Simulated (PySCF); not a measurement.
Species: N-methylformamide, C2H5NO.
Atom-mapped SMILES: `[CH3:1][NH:2][CH:3]=[O:4]` (hydrogens: H5, H6, H7 on C1; H8 on N2; H9 on C3)

All values: wB97X-D/pcSseg-2 (PySCF, non-relativistic), on one gas-phase PBE0-D3(BJ)/def2-TZVP geometry that isn't relaxed in the solvent. The solvent is an IEF-PCM continuum (van der Waals radii × 1.2). Only the electrostatic response of the medium enters.

Gas phase at wB97X-D/pcSseg-2: HOMO -9.40 eV, LUMO 2.04 eV, dipole 4.05 D.

Task: What does the continuum do to the energy, the frontier levels and the dipole at wB97X-D/pcSseg-2 in chloroform?

Result: 
```csv
solvent,ε,E(solvent) − E(gas) (kcal/mol),polarisation term (kcal/mol),distortion of the solute (kcal/mol),HOMO (eV),LUMO (eV),dipole (D)
chloroform,4.711,-6.00,-7.10,1.10,-9.37,2.47,4.96
```

The polarisation term is half the interaction of the solute with the surface charges that it induces; the rest is the cost of distorting the solute's density. The sum is the electrostatic part of solvation alone.

Task: Which radius a makes the point-dipole formula ΔE = −[(ε − 1)/(2ε + 1)]·μ²/a³ give the value in chloroform, with the gas-phase dipole?

Result: μ = 1.594 au and |ΔE| = 0.00957 Eh give a = 2.41 Å; the farthest nucleus lies 2.28 Å from the centroid of the nuclei. The formula assumes a rigid point dipole at the centre of a sphere.

On an Arm Neoverse N1 with one thread, on a shared host, this took 28 s wall and 1.1 GiB of memory at its peak. This is the whole shielding run at wB97X-D/pcSseg-2 in chloroform, SCF included.

Conformer computed: `[CH3:1][NH:2][CH:3]=[O:4]`: C1–N2–C3–O4 1°.

Note: wB97X-D ran without an empirical dispersion term, which enters the total energy and its gradient alone.
